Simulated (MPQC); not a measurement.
# CH5B (SMILES BC) at 5 levels

Wanted: a comparison of 5 runs (HF/STO-3G, HF/3-21G, HF/def2-SVP, PBE0/def2-SVP, MP2/def2-SVP) of CH5B. 

The results are computed with MPQC 2.3.1.

## (1) The system as given

CH5B has 7 atoms, charge 0, and is taken as a singlet. As SMILES, `BC`. The coordinates come from a GFN2-xTB relaxation.

Bond lengths: B1–C2 1.565 Å, B1–H3 1.171 Å, B1–H4 1.170 Å, C2–H5 1.090 Å, C2–H6 1.090 Å, C2–H7 1.087 Å. Angles: B1–C2–H5 110.4°, B1–C2–H6 110.0°, B1–C2–H7 115.1°, C2–B1–H3 119.1°, C2–B1–H4 121.5°, H5–C2–H6 105.0°, H5–C2–H7 107.9°, H6–C2–H7 107.8°, H3–B1–H4 119.3°.

## (2) Energy and gradient at HF/STO-3G (run 1)

job.in reads:

```
% emacs should use -*- KeyVal -*- mode
molecule<Molecule>: (
  symmetry = c1
  unit = bohr
  { atoms geometry } = {
    B  [ -0.48730368    -1.62729986     0.05518000 ]
    C  [ 0.30564430     1.21932688    -0.06789786 ]
    H  [ 0.84491545    -3.07373403     1.06877240 ]
    H  [ -2.37625501    -2.34072816    -0.84419735 ]
    H  [ 0.63381414     1.95760509     1.82745965 ]
    H  [ 2.11602083     1.40572947    -1.03453057 ]
    H  [ -1.03681714     2.45911950    -1.00478628 ]
  }
)
basis<GaussianBasisSet>: (
  name = "STO-3G"
  molecule = $:molecule
  basisdir = "."
  puream = yes
)
mpqc: (
  checkpoint = no
  savestate = no
  restart = no
  do_energy = yes
  do_gradient = yes
  optimize = no
  mole<CLHF>: (
    molecule = $:molecule
    basis = $:basis
    total_charge = 0
    memory = 1000000000
    print_evals = yes
    print_npa = yes
    maxiter = 120
    value_accuracy = 1e-08
    guess_wavefunction<CLHF>: (
      molecule = $:molecule
      total_charge = 0
      memory = 1000000000
      value_accuracy = 1e-3
      basis<GaussianBasisSet>: (
        name = "3-21G"
        molecule = $:molecule
      )
    )
  )
)
```

The basis set STO-3G is read from a file made from the Basis Set Exchange's data (not shown).

Started as:

```console
mpqc job.in > job.out
```

Log:

```text
MPQC: Massively Parallel Quantum Chemistry
[...]
  LUMO is     9   A =   0.252475
  total scf energy =  -64.6673681874
[...]
Value of the MolecularEnergy:  -64.6673681874
  Gradient of the MolecularEnergy:
      1    0.0017384796
      2    0.0057301247
      3   -0.0004057355
      4   -0.0051811363
      5   -0.0108531951
      6   -0.0005837135
      7    0.0042616663
      8   -0.0027100068
      9    0.0029103104
     10   -0.0047875824
     11   -0.0003630323
     12   -0.0024923437
[...]
      symmetry = c1
[...]
```

It took 0.18 s on 1 thread of Arm Neoverse V2, shared host.

## (3) Energy and forces at HF/3-21G (run 2)

input.in reads:

```
% emacs should use -*- KeyVal -*- mode
molecule<Molecule>: (
   symmetry = c1
   unit = bohr
   { atoms geometry } = {
      B  [ -0.48730368    -1.62729986     0.05518000 ]
      C  [ 0.30564430     1.21932688    -0.06789786 ]
      H  [ 0.84491545    -3.07373403     1.06877240 ]
      H  [ -2.37625501    -2.34072816    -0.84419735 ]
      H  [ 0.63381414     1.95760509     1.82745965 ]
      H  [ 2.11602083     1.40572947    -1.03453057 ]
      H  [ -1.03681714     2.45911950    -1.00478628 ]
   }
)
basis<GaussianBasisSet>: (
   name = "3-21G"
   molecule = $:molecule
   basisdir = "."
   puream = yes
)
mpqc: (
   checkpoint = no
   savestate = no
   restart = no
   do_energy = yes
   do_gradient = yes
   optimize = no
   mole<CLHF>: (
      molecule = $:molecule
      basis = $:basis
      total_charge = 0
      memory = 1000000000
      print_evals = yes
      print_npa = yes
      maxiter = 120
      value_accuracy = 1e-08
      guess_wavefunction<CLHF>: (
         molecule = $:molecule
         total_charge = 0
         memory = 1000000000
         value_accuracy = 1e-3
         basis<GaussianBasisSet>: (
            name = "MINI (Huzinaga)"
            molecule = $:molecule
         )
      )
   )
)
```

The basis set 3-21G is read from a file made from the Basis Set Exchange's data (not shown).

Started as:

```console
mpqc input.in > input.out
```

Log:

```text
MPQC: Massively Parallel Quantum Chemistry
[...]
  LUMO is     9   A =   0.102576
  total scf energy =  -65.0773947141
[...]
Value of the MolecularEnergy:  -65.0773947141
  Gradient of the MolecularEnergy:
      1   -0.0013241870
      2   -0.0077149348
      3    0.0005604807
      4   -0.0001553550
      5   -0.0090648409
      6    0.0013969226
      7   -0.0058194993
      8    0.0086743770
      9   -0.0048425703
     10    0.0092941115
     11    0.0054167005
     12    0.0041208447
[...]
      symmetry = c1
[...]
```

Run time: 0.44 s. Hardware: 1 thread of Arm Neoverse V2, shared host.

## (4) Energy and gradient at HF/def2-SVP (run 3)

mol.in reads:

```
% CH5B
molecule<Molecule>: (
   symmetry = c1
   unit = angstrom
   { atoms geometry } = {
      B  [ -0.257870 -0.861130 0.029200 ]
      C  [ 0.161740 0.645240 -0.035930 ]
      H  [ 0.447110 -1.626550 0.565570 ]
      H  [ -1.257460 -1.238660 -0.446730 ]
      H  [ 0.335400 1.035920 0.967050 ]
      H  [ 1.119750 0.743880 -0.547450 ]
      H  [ -0.548660 1.301310 -0.531710 ]
   }
)
basis<GaussianBasisSet>: (
   name = "def2-SVP"
   molecule = $:molecule
   basisdir = "."
   puream = yes
)
mpqc: (
   checkpoint = no
   savestate = no
   restart = no
   do_energy = yes
   do_gradient = yes
   optimize = no
   mole<CLHF>: (
      molecule = $:molecule
      basis = $:basis
      total_charge = 0
      memory = 1000000000
      print_evals = yes
      print_npa = yes
      maxiter = 120
      value_accuracy = 1e-08
      guess_wavefunction<ExtendedHuckelWfn>: (
         molecule = $:molecule
         total_charge = 0
         multiplicity = 1
         basis<GaussianBasisSet>: (
            name = "STO-3G"
            molecule = $:molecule
         )
      )
   )
)
```

The basis set def2-SVP is read from a file made from the Basis Set Exchange's data (not shown).

Started as:

```console
mpqc -o mol.out mol.in
```

Log:

```text
MPQC: Massively Parallel Quantum Chemistry
[...]
  CLSCF::init: total charge = 0
[...]
  nbasis = 53
[...]
  iter     1 energy =  -64.9961863330 delta = 9.32503e-02
[...]
  LUMO is     9   A =   0.092694
  total scf energy =  -65.3949197600
[...]
Value of the MolecularEnergy:  -65.3949197600
  Gradient of the MolecularEnergy:
      1   -0.0036633729
      2   -0.0136955593
      3    0.0005321268
      4    0.0012710516
      5   -0.0054826721
      6    0.0013918178
      7   -0.0093710960
      8    0.0120498579
      9   -0.0074511416
     10    0.0142464085
     11    0.0070830804
     12    0.0065237031
[...]
      symmetry = c1
[...]
```

Wall time 2.8 s (1 thread of Arm Neoverse V2, shared host); peak memory 0.15 GiB.

Run 4 isn't shown in full; the table further down has it.

## (5) Energy and gradient at MP2/def2-SVP (run 5)

job.in reads:

```
molecule<Molecule>: (
   symmetry = c1
   unit = angstrom
   { atoms geometry } = {
      B  [ -0.257870      -0.861130       0.029200 ]
      C  [ 0.161740       0.645240      -0.035930 ]
      H  [ 0.447110      -1.626550       0.565570 ]
      H  [ -1.257460      -1.238660      -0.446730 ]
      H  [ 0.335400       1.035920       0.967050 ]
      H  [ 1.119750       0.743880      -0.547450 ]
      H  [ -0.548660       1.301310      -0.531710 ]
   }
)
basis<GaussianBasisSet>: (
   name = "def2-SVP"
   molecule = $:molecule
   basisdir = "."
   puream = yes
)
mpqc: (
   checkpoint = no
   savestate = no
   restart = no
   do_energy = yes
   do_gradient = yes
   optimize = no
   mole<MBPT2>: (
      molecule = $:molecule
      basis = $:basis
      memory = 1000000000
      method = mp
      nfzc = 2
      reference<CLHF>: (
         molecule = $:molecule
         basis = $:basis
         total_charge = 0
         memory = 1000000000
         print_evals = yes
         maxiter = 120
         value_accuracy = 1e-08
         guess_wavefunction<CLHF>: (
            molecule = $:molecule
            total_charge = 0
            memory = 1000000000
            value_accuracy = 1e-3
            basis<GaussianBasisSet>: (
               name = "STO-2G"
               molecule = $:molecule
            )
         )
      )
   )
)
```

The basis set def2-SVP is read from a file made from the Basis Set Exchange's data (not shown).

Started as:

```console
mpqc job.in > job.out
```

Log:

```text
MPQC: Massively Parallel Quantum Chemistry
[...]
  LUMO is     9   A =   0.092694
  total scf energy =  -65.3949197600
[...]
  MP2 correlation energy [au]:         -0.234371046373
  MP2 energy [au]:                    -65.629290806376
[...]
Value of the MolecularEnergy:  -65.6292908064
  Gradient of the MolecularEnergy:
      1   -0.0053535725
      2   -0.0183914454
      3    0.0005552511
      4    0.0055971756
      5    0.0022565407
      6    0.0020704728
      7   -0.0104165481
      8    0.0126427822
      9   -0.0081325119
     10    0.0154783460
     11    0.0072344938
     12    0.0071752048
[...]
        symmetry = c1
[...]
```

It took 6.3 s on 1 thread of Arm Neoverse V2, shared host; peak memory 0.22 GiB.

## (6) All runs side by side

```tsv
run	level	starting guess	integration grid	energy (Eh)	HOMO energy (eV)	LUMO energy (eV)	HOMO–LUMO gap (eV)	wall time
1	HF/STO-3G	3-21G	–	-64.667368	-11.71	6.87	18.58	0.18 s
2	HF/3-21G	MINI (Huzinaga)	–	-65.077395	-12.60	2.79	15.39	0.44 s
3	HF/def2-SVP	huckel STO-3G	–	-65.394920	-12.68	2.52	15.20	2.8 s
4	PBE0/def2-SVP	huckel STO-3G	xfine	-65.792728	-9.03	-1.18	7.85	22 s
5	MP2/def2-SVP	STO-2G	–	-65.629291	-12.68	2.52	15.20	6.3 s
```

## (7) Outcome

| quantity | value |
| --- | --- |
| run 5: total energy | -65.62929 Eh |
| run 5: HOMO energy (Hartree–Fock orbitals) | -12.68 eV |
| run 5: LUMO energy (Hartree–Fock orbitals) | 2.52 eV |
| run 5: HOMO–LUMO gap (Hartree–Fock orbitals) | 15.20 eV |
| run 5: correlation energy (2 core orbitals frozen) | -234.4 mEh |
| run 5: largest force on an atom | 0.985 eV/Å |

Over runs 1, 2, 3, 4 the HOMO–LUMO gap runs from 7.85 eV (PBE0/def2-SVP) to 18.58 eV (HF/STO-3G). The two ends differ in method and basis. In run 1 the basis is minimal, so the values are rough. All runs together took 32 s, the longest 22 s.
